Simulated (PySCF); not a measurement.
The numbers are results of TPSSh-D3(BJ)/def2-TZVP // B3LYP-D3(BJ)/def2-TZVP (PySCF 2.14.0), not measurements. Gas-phase values, no solvent. Delta-SCF ions had no search for a lower state. Excitations are Tamm–Dancoff values on a coarser integration grid. The basis has no diffuse functions, so Rydberg states are missing or too high.

Reference species (SMILES): `[F][Al]([F])[F]` (neutral, multiplicity 1).

* **vertical ionisation energy (Delta-SCF)**: 13.87 eV
* **T1 excitation (TDA)**: 7.88 eV
* **HOMO**: -10.56 eV

Changed species: `[CH3][Al]([F])[CH3]` (2 of 3 F replaced by CH3; the reference has 0 of 3 F replaced by CH3).

**Question.** Give the shifts of the vertical ionisation energy (Delta-SCF), T1 excitation (TDA) and HOMO.

**Answer.** the vertical ionisation energy (Delta-SCF) drops by 4.00 eV, to 9.87 eV; the T1 excitation (TDA) decreases by 2.14 eV, to 5.74 eV; the HOMO rises by 3.33 eV, to -7.23 eV.
